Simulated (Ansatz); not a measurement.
# SiH₂S: geometry and frequencies at several levels, part 2 of 2

The task, for SiH₂S: geometry and frequencies at several levels.

Ansatz 0.2.0, Gaussian bases. Earlier steps stand in the parts before.

## 11. Relaxation, B2PLYP/def2-TZVPP

File input.yaml:

```yaml
crystal:
  periodic: [false, false, false]
  atoms:
    - { symbol: Si, position_ang: [-0.9752218, 0.05308553, 0.06801626] }
    - { symbol: S, position_ang: [0.95493083, -0.0519727, -0.06660147] }
    - { symbol: H, position_ang: [-1.80252924, 1.18839845, -0.4133309] }
    - { symbol: H, position_ang: [-1.84568979, -0.98982128, 0.66776611] }
basis:
  gaussian: { orbitals: def2-TZVPP }
hamiltonian:
  xc: { name: B2PLYP }
relax:
  f_tol: 0.002
  max_steps: 150
```

Run with:

```
$ ansatz run input.yaml --threads 2 --pin off --max-ram 5120MiB --backend cpu --events-out ev --progress --plain --runs-dir out
```

Log (excerpt; [...] marks lines left out):

```text
Warning: RAYON_NUM_THREADS=2 ignored (pool sized by the plan → 2); use --threads N
[...]
Functional definition: B2PLYP
[...]
734 factors; integrals over basis functions are off by at most 2.9e-4 eV
[...]
mean field -18736.67422647 eV, -688.5600776487 hartree, gradient 7.4e-6 eV, S^2 0.000000; 0 other end points of the search recorded, 0 dependent functions left out
10 core orbitals not correlated: weight in the atoms' cores, before any rotation towards them, 1.000 or more for the frozen orbitals, at most 0.000 for the correlated occupied ones
reference -18736.67435505 eV, -688.5600823742 hartree; 6, 6 occupied and 96, 96 virtual orbitals, 734 factors
second order -9.78475504 eV of doubles, -0.00000000 eV of singles
[...]
relax step   1: F+E_penalty+E_count = -18739.31611033 eV  Δ(F+E_penalty+E_count) = +0.000e0 eV  max|allowed force component| = 3.644e-1 eV/Å  Δτ_max = 0.0000 Å  (39 SCF iters, accepted)
[...]
734 factors; integrals over basis functions are off by at most 2.9e-4 eV
mean field -18736.67515368 eV, -688.5601117233 hartree, gradient 3.0e-6 eV, S^2 0.000000; 1 other end points of the search recorded, 0 dependent functions left out
10 core orbitals not correlated: weight in the atoms' cores, before any rotation towards them, 1.000 or more for the frozen orbitals, at most 0.000 for the correlated occupied ones
reference -18736.67528223 eV, -688.5601164473 hartree; 6, 6 occupied and 96, 96 virtual orbitals, 734 factors
second order -9.78956093 eV of doubles, -0.00000000 eV of singles
[...]
Total energy: -18739.31846368 eV, -688.6572515740 hartree
Atom 0 at    -0.978561     0.053267     0.068249 Å, force     0.000013    -0.000001    -0.000001 eV/Å
Atom 1 at     0.958460    -0.052165    -0.066848 Å, force    -0.000005     0.000000     0.000000 eV/Å
Atom 2 at    -1.802779     1.180569    -0.409436 Å, force    -0.000004    -0.000004     0.000002 eV/Å
Atom 3 at    -1.845629    -0.981981     0.663884 Å, force    -0.000004     0.000004    -0.000002 eV/Å
Dipole moment:    -0.553346     0.030118     0.038592 e Å
```

Run time: 16 s. Hardware: 2 threads of Arm Neoverse V2, shared host; peak memory 0.22 GiB.

Relaxation path:

```csv
step,energy from step 1 (eV),largest force component (eV/Å)
1,0.0000,0.3644
2,-0.0021,0.0366
3,-0.0022,0.0025
4,-0.0022,0.0000
```

Step 1 is the start.

Before: Bond lengths: Si1–S2 1.938 Å, Si1–H3 1.485 Å, Si1–H4 1.485 Å. Angles: S2–Si1–H3 125.0°, S2–Si1–H4 125.0°, H3–Si1–H4 110.0°.

After: Bond lengths: Si1–S2 1.945 Å, Si1–H3 1.476 Å, Si1–H4 1.476 Å. Angles: S2–Si1–H3 125.1°, S2–Si1–H4 125.1°, H3–Si1–H4 109.8°.

## 12. Frequencies, B2PLYP/def2-TZVPP

File input.yaml:

```yaml
crystal:
  periodic: [false, false, false]
  atoms:
    - { symbol: Si, position_ang: [-0.97856126, 0.05326735, 0.06824928] }
    - { symbol: S, position_ang: [0.9584601, -0.05216481, -0.06684765] }
    - { symbol: H, position_ang: [-1.80277939, 1.18056874, -0.40943572] }
    - { symbol: H, position_ang: [-1.84562945, -0.98198128, 0.66388408] }
basis:
  gaussian: { orbitals: def2-TZVPP }
hamiltonian:
  xc: { name: B2PLYP }
phonons: {}
```

Run with:

```
$ ansatz run input.yaml --threads 2 --pin off --max-ram 5120MiB --backend cpu --events-out ev --progress --plain --runs-dir out
```

Log (excerpt; [...] marks lines left out):

```text
Warning: RAYON_NUM_THREADS=2 ignored (pool sized by the plan → 2); use --threads N
[...]
Functional definition: B2PLYP
[...]
736 factors; integrals over basis functions are off by at most 2.9e-4 eV
[...]
mean field -18736.67515369 eV, -688.5601117235 hartree, gradient 7.5e-6 eV, S^2 0.000000; 0 other end points of the search recorded, 0 dependent functions left out
10 core orbitals not correlated: weight in the atoms' cores, before any rotation towards them, 1.000 or more for the frozen orbitals, at most 0.000 for the correlated occupied ones
reference -18736.67528224 eV, -688.5601164475 hartree; 6, 6 occupied and 96, 96 virtual orbitals, 736 factors
second order -9.78956094 eV of doubles, -0.00000000 eV of singles
[...]
736 factors; integrals over basis functions are off by at most 2.9e-4 eV
[...]
mean field -18736.67507178 eV, -688.5601087135 hartree, gradient 1.6e-6 eV, S^2 0.000000; 0 other end points of the search recorded, 0 dependent functions left out
10 core orbitals not correlated: weight in the atoms' cores, before any rotation towards them, 1.000 or more for the frozen orbitals, at most 0.000 for the correlated occupied ones
reference -18736.67520034 eV, -688.5601134378 hartree; 6, 6 occupied and 96, 96 virtual orbitals, 736 factors
second order -9.78981842 eV of doubles, -0.00000000 eV of singles
[...]
Total energy: -18739.31846369 eV, -688.6572515743 hartree
Atom 0 at    -0.978561     0.053267     0.068249 Å, force     0.000012    -0.000001    -0.000001 eV/Å
Atom 1 at     0.958460    -0.052165    -0.066848 Å, force    -0.000005     0.000000     0.000000 eV/Å
Atom 2 at    -1.802779     1.180569    -0.409436 Å, force    -0.000004    -0.000004     0.000002 eV/Å
Atom 3 at    -1.845629    -0.981981     0.663884 Å, force    -0.000004     0.000004    -0.000002 eV/Å
Dipole moment:    -0.553346     0.030118     0.038592 e Å
Vibrations: 625.40 647.41 725.43 1025.27 2255.49 2265.96 cm⁻¹, zero-point energy 0.467729 eV
```

Run time: 28 s. Hardware: 2 threads of Arm Neoverse V2, shared host; peak memory 0.22 GiB.

Harmonic frequencies (cm⁻¹; negative: imaginary): 625, 647, 725, 1025, 2255, 2266.

## 13. Geometries side by side

| level | Si1–S2 (Å) | rotational constants (MHz) | dipole (D) | highest frequency (cm⁻¹) | CPU time |
| --- | --- | --- | --- | --- | --- |
| PBE0-D4/def2-TZVPP | 1.9377 | 169550, 8027.6, 7664.7 | 2.70 | 2231 | 10 s |
| PBE-D4/def2-TZVPP | 1.9552 | 166850, 7886.6, 7530.7 | 2.46 | 2159 | 8.3 s |
| r2SCAN-D4/def2-TZVPP | 1.9420 | 169710, 7993.2, 7633.7 | 2.62 | 2219 | 14 s |
| B3LYP-D4/def2-TZVPP | 1.9447 | 170790, 7974.7, 7619 | 2.66 | 2232 | 8.4 s |
| B2PLYP/def2-TZVPP | 1.9446 | 172010, 7976.6, 7623.1 | 2.67 | 2266 | 32 s |

Constants are for the commonest isotopes at the equilibrium geometry; times are CPU times of the relaxations.

## 14. Outcome

What follows sums up all 2 parts.

| quantity | value |
| --- | --- |
| Si1–S2 at B2PLYP/def2-TZVPP | 1.945 Å |
| frequencies at B2PLYP/def2-TZVPP | 625 to 2266 cm⁻¹ |

In words: The Si–S distance spreads over 0.018 Å, from PBE0-D4/def2-TZVPP (shortest) to PBE-D4/def2-TZVPP. No mode is imaginary, so the geometry is a minimum.
